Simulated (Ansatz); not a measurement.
CO2, SMILES O=C=O, an active-space calculation

Program: the Ansatz DFT code, driven from Python.

Run as a notebook:

**Cell 1**
```python
import ansatz as az
from ase import Atoms
```

**Cell 2**
```python
atoms = Atoms(["O", "C", "O"], positions=[
    [0.36737, -1.07949, 0.08721],
    [0.00017, 9e-05, 0.0001],
    [-0.36754, 1.0794, -0.0873],
])
molecule = az.Crystal.molecule_from_ase(atoms)
```

**Cell 3**
```python
setup = (
    molecule.calculation()
    .basis(gaussian="6-31G*")
    .correlation(active_electrons=2, active_orbitals=2)
)
for method in ["sc_nevpt2"]:
    rep = (setup if method is None else setup.correlation(method)).run(threads=1, pin="off").report
    space = rep["configurations"]
    state = space["states"][0]
    print(method or "casscf", f"total {rep['free_energy_ev'] / 27.211386246:.6f} Ha, active-space state {state['energy']['hartree']:.6f} Ha, mean field {rep['reference_energy_ev'] / 27.211386246:.6f} Ha")
    print("  determinants", state["n_determinants"], " natural occupations", [round(n, 3) for n in space["natural_occupations"]])
print("effectively unpaired electrons, sum of min(n, 2 - n):", round(sum(min(n, 2 - n) for n in space["natural_occupations"]), 3))
```
Output:
```text
Warning: the results are in doubt because another end's mean lies 0.000 eV lower, and its corrected mean 0.000 eV higher
RunWarning: the results are in doubt because another end's mean lies 0.000 eV lower, and its corrected mean 0.000 eV higher
sc_nevpt2 total -188.094747 Ha, active-space state -187.652648 Ha, mean field -187.634174 Ha
  determinants 4  natural occupations [1.974, 0.026]
effectively unpaired electrons, sum of min(n, 2 - n): 0.053
```

Total energies depend on the basis set; only differences at equal settings carry meaning. Warnings are shown shortened and without file and line. The geometry is a force-field or estimated start, not a minimum of this method, and the basis set is short of its limit. The active space starts as a window about the frontier orbitals and is then optimised, not chosen by chemistry. A lower CASSCF solution was found and passed over, so the printed active-space state isn't the lowest. The whole script took 1.8 s on 1 thread of Arm Neoverse V1, with other jobs on the host, peak memory 0.15 GiB.

(Lines on the test bed's own set-up are left out of the output.)
